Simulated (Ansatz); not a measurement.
Input file for C$_{3}$H$_{7}$ClO (`CC(C)(O)Cl`):

```yaml
crystal:
  periodic: [false, false, false]
  atoms:
    - {symbol: C, position_ang: [-0.878225, 0.659102, -0.650610]}
    - {symbol: C, position_ang: [0.371251, -0.027964, -0.144685]}
    - {symbol: C, position_ang: [0.257080, -0.521919, 1.275290]}
    - {symbol: O, position_ang: [0.736953, -1.101657, -0.932180]}
    - {symbol: Cl, position_ang: [1.718655, 1.234487, -0.187802]}
    - {symbol: H, position_ang: [-1.137536, 1.510402, -0.021939]}
    - {symbol: H, position_ang: [-0.732670, 1.020960, -1.670603]}
    - {symbol: H, position_ang: [-1.703253, -0.057794, -0.642462]}
    - {symbol: H, position_ang: [0.030595, 0.301545, 1.950910]}
    - {symbol: H, position_ang: [1.191433, -0.990855, 1.581495]}
    - {symbol: H, position_ang: [-0.544074, -1.263041, 1.328438]}
    - {symbol: H, position_ang: [0.766592, -0.818369, -1.851753]}
basis:
  gaussian: {orbitals: def2-TZVPP}
correlation: {method: ccsd_t}
output: {orbitals: {seedname: orbitals}}
```

```sh
$ ansatz run in.yaml --threads 4 --pin off --events-out ev --progress --plain --max-ram 10444MiB
```

The program prints (abridged):

```
Functional definition: HF
1566 factors; integrals over basis functions are off by at most 8.9e-4 eV
mean field evaluation 1: about -17741.5074 eV, gradient 4.0e1 eV
mean field evaluation 2: about -17741.7678 eV, gradient 4.0e1 eV
mean field evaluation 4: about -17745.5790 eV, gradient 4.5e0 eV
mean field evaluation 8: about -17745.6425 eV, gradient 2.6e-1 eV
mean field -17745.64285393 eV, -652.1403464532 hartree, gradient 2.9e-6 eV, S^2 0.000000; 0 other end points of the search recorded, 0 dependent functions left out
9 core orbitals not correlated: weight in the atoms' cores, before any rotation towards them, 1.000 or more for the frozen orbitals, at most 0.000 for the correlated occupied ones
reference -17745.64285393 eV, -652.1403464532 hartree; 16, 16 occupied and 239, 239 virtual orbitals, 1566 factors
second order -26.06508077 eV of doubles, -0.00000000 eV of singles
cycle   1  -26.61724989 eV  change   -5.5e-1 eV  update   1.0e-1
cycle   2  -27.21189387 eV  change   -5.9e-1 eV  update   2.8e-2
cycle   3  -27.33190662 eV  change   -1.2e-1 eV  update   1.3e-2
cycle   4  -27.32495480 eV  change    7.0e-3 eV  update   2.8e-3
cycle   5  -27.32463760 eV  change    3.2e-4 eV  update   1.3e-3
cycle   6  -27.32514346 eV  change   -5.1e-4 eV  update   4.2e-4
cycle   7  -27.32501414 eV  change    1.3e-4 eV  update   2.1e-4
cycle   8  -27.32499086 eV  change    2.3e-5 eV  update   7.1e-5
cycle   9  -27.32500844 eV  change   -1.8e-5 eV  update   2.6e-5
perturbative correction -1.10725422 eV, -0.0406908422 hartree
Total energy: -17774.07511659 eV, -653.1852128340 hartree
```

Hardware: 4 threads of an Arm Neoverse V2 on a shared host. Wall time 3 min, peak host memory 6.7 GiB.

The correlation energy is -28.432 eV, 3.9 % of it from (T); the T1 diagnostic reads 0.0100.
